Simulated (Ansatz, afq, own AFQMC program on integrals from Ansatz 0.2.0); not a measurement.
**Where AFQMC and coupled cluster stand for GeNH₃, singlet**

| atom | x (Å) | y (Å) | z (Å) |
| --- | --- | --- | --- |
| Ge | 0.0000 | 0.0444 | 0.3304 |
| N | 0.0000 | -0.1595 | -1.5058 |
| H | 0.0000 | -1.3184 | 1.0907 |
| H | 0.8260 | 0.1677 | -1.9887 |
| H | -0.8260 | 0.1677 | -1.9887 |

Connectivity, by distances: GeH–NH2.

Basis cc-pVDZ. Noble-gas cores (and the filled d shells of Ga–Kr and In–Xe) are frozen. AFQMC by an in-house program on the Cholesky factors that Ansatz 0.2.0 writes for its CCSD(T) run. ph-AFQMC/CISD is guided by a CISD state made of CCSD amplitudes; releasing the constraint for a short imaginary time cuts its bias at the price of noise, slowly where states lie close. Uncertainties: one standard error, sampling alone. No spin–orbit coupling.

Determinant: RHF, the one that the program's search chose, which needn't be the lowest solution. The geometry is a PBE0/def2-TZVP stationary point of this or a neighbouring charge and spin state.

No full CI on the walks' own integrals is used here; CCSDT(Q) serves as the reference and is uncertain by about the last step of the cluster series.

Cautions: no relativity below Rb; no spin-orbit coupling; inner d shell frozen; restricted determinant unstable towards unrestricted (UHF 194 meV lower, ⟨S²⟩ 0.55).

The T1 diagnostic is 0.0126, the weight of the determinant in the CISD state is 0.873 and the size of the correlated space is 12 electrons in 41 orbitals.

```json
{"level": "MP2", "correlation energy (eV)": "-6.8538"}
{"level": "CCSD", "correlation energy (eV)": "-7.6678"}
{"level": "CCSD(T)", "correlation energy (eV)": "-7.8571"}
```

Problem. Estimate where AFQMC with the constraint released lies against CCSD(T) on the same integrals.

Solution. 0.76 ± 0.18 kcal/mol below CCSD(T).

Reference: CCSDT(Q), correlation energy -7.894 eV. The released energy is read at 2.40 1/Eh (meV from the phaseless value at times in 1/Eh: -6 ± 5 at 0.24, -7 ± 4 at 0.51, -3 ± 3 at 0.99, 2 ± 5 at 1.62, 2 ± 8 at 2.40).

```csv
level,E − E(reference) (kcal/mol),share of correlation (%)
CCSD(T),0.85,99.53
CCSDT,0.41,99.78
ph-AFQMC/CISD,0.06 ± 0.10,99.97
released AFQMC,0.09 ± 0.18,99.95
```

A walk keeps the symmetry of its determinant, which the program's search chose and which needn't be the lowest solution, so a lower state of the same spin and another symmetry isn't excluded. Released energies are given only where the last usable release times agree within the noise; a slower fall can still hide under it.
